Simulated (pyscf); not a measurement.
`[F][W](=[S])=[S]` [doublet] + `[FH]` -> `[F][W]([F])(=[S])=[S]` + `[H]` [doublet], an atom transfer (doublet surface; F–H broken, F–W formed). Optimised with ωB97X-D3(BJ)/def2-SVP in PySCF. Energies in kcal/mol from the separated reactants.

Small-basis levels: PySCF, no dispersion term, spherical d functions. Open shells are spin-unrestricted. 

Q: Quick SVWN5/6-31G*+LANL2DZ single points give ΔE‡ = -8.0 kcal/mol and ΔE = -15.6 kcal/mol. What does ωB97M-D3(BJ)/def2-TZVP give, and how far is the quick result from it?

A: ωB97M-D3(BJ)/def2-TZVP gives ΔE‡ = 30.5 kcal/mol and ΔE = +7.4 kcal/mol. SVWN5/6-31G*+LANL2DZ lies 38.5 kcal/mol under it in the barrier and 23.0 kcal/mol under it in the reaction energy, so on this step it does not hold to within 3.0 kcal/mol. At SVWN5/6-31G*+LANL2DZ this geometry lies under one side, so its ΔE‡ may be no barrier of that level. ωB97M-D3(BJ)/def2-TZVP has limits of its own. On the reactant side the descent ends in an adduct with a F–W contact, 10.7 kcal/mol under the separated species and 39.2 kcal/mol under the saddle at ωB97X-D3(BJ)/def2-TZVP. What is counted as formed (F–W) is already present as a longer contact in the reactant adduct; forming that adduct is a step of its own. One saddle was located; it need not be the lowest between these sides. The angle at the transferred F is 134°. Open-shell species with a d-block atom are single-reference here; other states, and whether the spin sits on metal or ligand, were not checked. In the def2 sets elements past Kr carry core potentials, without spin-orbit coupling.
